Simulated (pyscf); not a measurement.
Optimised with ωB97X-D3(BJ)/def2-SVP in PySCF. Correlated levels are frozen-core, on RHF or UHF. ΔMP2 is the change of the MP2 total energy from the triple- to the quadruple-zeta basis.

Problem. For HO–InH–F → HO–In [singlet] + hydrogen fluoride (HF), a 1,1-elimination (singlet surface; F–In, H–In broken, F–H formed), PBE/def2-TZVP gives ΔE‡ = 30.5 kcal/mol and ΔE = -0.2 kcal/mol (zero: the reactant's lowest minimum found). In which direction and how far do r²SCAN/def2-TZVP, PBE0-D3(BJ)/def2-TZVP, CCSD(T)/def2-TZVPP + ΔMP2(QZVPP) move these?

Solution. r²SCAN: ΔE‡ = 35.6 kcal/mol, ΔE = +4.3 kcal/mol; PBE0-D3(BJ): ΔE‡ = 38.1 kcal/mol, ΔE = +1.0 kcal/mol; CCSD(T): ΔE‡ = 40.9 kcal/mol, ΔE = -1.1 kcal/mol. PBE's barrier lies under all of them, by 5.1 to 10.4 kcal/mol. Its reaction energy lies among theirs. On the reactant side the descent ends in a point that may be a rotor saddle (no frequency run), 2.0 kcal/mol over the lowest minimum found and 42.1 kcal/mol under the saddle at ωB97X-D3(BJ)/def2-TZVP. At ωB97X-D3(BJ)/def2-TZVP the barrier from the zero used here is 44.1 kcal/mol. One saddle was located; it need not be the lowest between these sides. The CCSD(T) − MP2 part came from Ansatz, without density fitting, on the same reference. The frozen core leaves the outer d or s,p core shells of the metals and heavy elements correlated in the MP2 and CC values, and def2-TZVPP describes them poorly, which can shift differences by a few kcal/mol. Elements past Kr carry the def2 core potentials, without spin-orbit coupling.
